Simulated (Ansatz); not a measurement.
The cluster C₂H₃⁺, relaxed as a singlet with RKS PBE0-D4/def2-TZVP in Ansatz, starting from the GFN1-xTB geometry. Force threshold 0.02 eV/Å.

The structure comes from a short search, and lower isomers may exist.

Start:

```xyz
5

C    -0.1285   -0.4428   -0.0164
C     0.2159    0.7557    0.0291
H     0.5163    1.7866    0.0617
H    -1.1559   -0.8014   -0.1553
H     0.5522   -1.2981    0.0809
```

```csv
step,energy (eV),largest force component (eV/Å),SCF passes
1,-2109.0999,0.353,23
2,-2109.1137,0.364,30
3,-2109.1200,0.510,30
4,-2109.1260,0.457,30
5,-2109.1282,0.006,29
```

Force components are those of the run's own axes.

End:

Cartesian coordinates in Å:
```
C -0.1356 -0.4681 -0.0162
C 0.2106 0.7330 0.0264
H 0.5114 1.7733 0.0624
H -1.1891 -0.7581 -0.1602
H 0.6028 -1.2801 0.0876
```

By distances, no bond broke or formed. The bond that changes most is C2–H3, from 1.07 to 1.08 Å (atoms count from 1).

No frequencies were taken in this run, so the end may be a saddle point.

Run time 2 s (4 threads of Arm Neoverse V2 on a shared host).
